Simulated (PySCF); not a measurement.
**SO3 (SMILES O=S(=O)=O) at 6 levels**

Aim: a comparison of 6 runs (HF/STO-3G, HF/3-21G, B3LYP/6-31G*, B2PLYP/6-311+G**, r2SCAN/6-311+G**, revPBE/6-311+G**) of SO3. 

The results are computed with PySCF 2.14.0.

6 further runs of the same task are left out: 3 that didn't finish, 3 set aside as unsound or not needed.

### 1 The system as given

SO3: 4 atoms, total charge 0, spin state singlet. SMILES: `O=S(=O)=O`. The shape is that of a GFN2-xTB optimisation.

Bond lengths: O1–S2 1.418 Å, S2–O3 1.418 Å, S2–O4 1.418 Å. Angles: O1–S2–O3 120.0°, O1–S2–O4 120.0°, O3–S2–O4 120.0°.

### 2 The energy at HF/STO-3G (run 1)

File job.py:

```python
from pyscf import gto, scf

system = gto.M(
    atom='''
O     -1.120230    -0.683760     0.536200
S      0.000050    -0.000150    -0.000380
O      1.307630    -0.327510     0.440320
O     -0.187450     1.011420    -0.976150
''',
    max_memory=1860,
    basis='sto-3g',
    spin=0,
    verbose=3,
    charge=0,
)

mf = scf.RHF(system)
mf.conv_tol = 1e-10
mf.kernel()
if not mf.converged:
    mf = mf.newton().run(mf.mo_coeff, mf.mo_occ)

energy = mf.e_tot
print('Final energy', energy)
```

The run is started by

```console
$ OMP_NUM_THREADS=1 python job.py
```

The log of the run:

```text
converged SCF energy = -614.232100458143
Final energy -614.2321004581428
```

Wall time 0.54 s (1 thread of Arm Neoverse V2, shared host); peak memory 0.099 GiB.

### 3 The energy at HF/3-21G (run 2)

File calc.py:

```python
# sulfur trioxide
from pyscf import gto

mol = gto.M(
    atom='''
O       -1.120230      -0.683760       0.536200
S        0.000050      -0.000150      -0.000380
O        1.307630      -0.327510       0.440320
O       -0.187450       1.011420      -0.976150
''',
    max_memory=1860,
    verbose=3,
    spin=0,
    basis='3-21g',
)

calc0 = mol.RHF()
calc0.conv_tol = 1e-10
calc0.kernel()
if not calc0.converged:
    calc0 = calc0.newton().run(calc0.mo_coeff, calc0.mo_occ)

e_tot = calc0.e_tot
print(f'total energy: {e_tot:.8f} hartree')
```

The run is started by

```console
$ OMP_NUM_THREADS=1 python calc.py
```

The log of the run:

```text
converged SCF energy = -618.55231182548
total energy: -618.55231183 hartree
```

Run time: 0.68 s. Hardware: 1 thread of Arm Neoverse V2, shared host; peak memory 0.12 GiB.

Runs 3 to 4 aren't shown in full; the table further down has their settings and results.

### 4 The energy at r2SCAN/6-311+G(d,p) (run 5)

File run.py:

```python
from pyscf import gto, dft

mol = gto.M(
    atom=[
    ('O', (-1.120230, -0.683760, 0.536200)),
    ('S', (0.000050, -0.000150, -0.000380)),
    ('O', (1.307630, -0.327510, 0.440320)),
    ('O', (-0.187450, 1.011420, -0.976150)),
],
    basis='6-311+g**',
    max_memory=1860,
    verbose=3,
    spin=0,
)

mf = dft.RKS(mol, xc='r2scan')
mf.conv_tol = 1e-10
mf.grids.level = 5
mf.kernel()
if not mf.converged:
    mf = mf.newton().run(mf.mo_coeff, mf.mo_occ)

energy = mf.e_tot
print('E(%s) = %.9f' % ('R2SCAN', energy))
```

The run is started by

```console
$ OMP_NUM_THREADS=1 python run.py
```

The log of the run:

```text
converged SCF energy = -623.723056481751
E(R2SCAN) = -623.723056482
```

It took 26 s on 1 thread of Arm Neoverse V2, shared host; peak memory 0.53 GiB.

### 5 The energy at revPBE/6-311+G(d,p) (run 6)

File run.py:

```python
from pyscf import gto, dft

mol = gto.M(
    atom=[
    ('O', (-1.120230, -0.683760, 0.536200)),
    ('S', (0.000050, -0.000150, -0.000380)),
    ('O', (1.307630, -0.327510, 0.440320)),
    ('O', (-0.187450, 1.011420, -0.976150)),
],
    verbose=3,
    max_memory=1860,
    basis='6-311+g**',
)

mf = dft.RKS(mol, xc='revpbe')
mf.grids.level = 5
mf.conv_tol = 1e-10
mf.kernel()
if not mf.converged:
    mf = mf.newton().run(mf.mo_coeff, mf.mo_occ)

etot = mf.e_tot
print('E = %.10f Eh' % etot)
```

The run is started by

```console
$ OMP_NUM_THREADS=1 python run.py
```

The log of the run:

```text
converged SCF energy = -623.716908494458
E = -623.7169084945 Eh
```

Run time: 13 s. Hardware: 1 thread of Arm Neoverse V2, shared host; peak memory 0.48 GiB.

### 6 All runs side by side

```tsv
run	level	integration grid	frozen core orbitals	energy (Eh)	dipole moment (D)	HOMO energy (eV)	LUMO energy (eV)	wall time
1	HF/STO-3G	–	–	-614.232100	0.00	-9.57	4.22	0.54 s
2	HF/3-21G	–	–	-618.552312	0.00	-14.79	0.39	0.68 s
3	B3LYP/6-31G* (spherical functions)	5	–	-623.747591	0.00	-9.41	-2.44	6.9 s
4	B2PLYP/6-311+G**	5	8	-623.536596	0.00	-11.84	-1.38	13 s
5	r2SCAN/6-311+G**	5	–	-623.723056	0.00	-8.73	-3.52	26 s
6	revPBE/6-311+G**	5	–	-623.716908	0.00	-8.22	-3.51	13 s
```

### 7 Outcome

| quantity | value |
| --- | --- |
| run 6: total energy | -623.71691 Eh |
| run 6: dipole moment | 0.00 D |
| run 6: HOMO energy | -8.22 eV |
| run 6: LUMO energy | -3.51 eV |
| run 6: HOMO–LUMO gap | 4.71 eV |

What this shows: The HOMO–LUMO gap runs from 4.71 eV (revPBE/6-311+G**) to 15.18 eV (HF/3-21G). The two ends differ in method and basis. Totals of different functionals can't be ranked against each other. In run 1 the basis is minimal, so the values are rough. All runs together took 60 s, the longest 26 s.
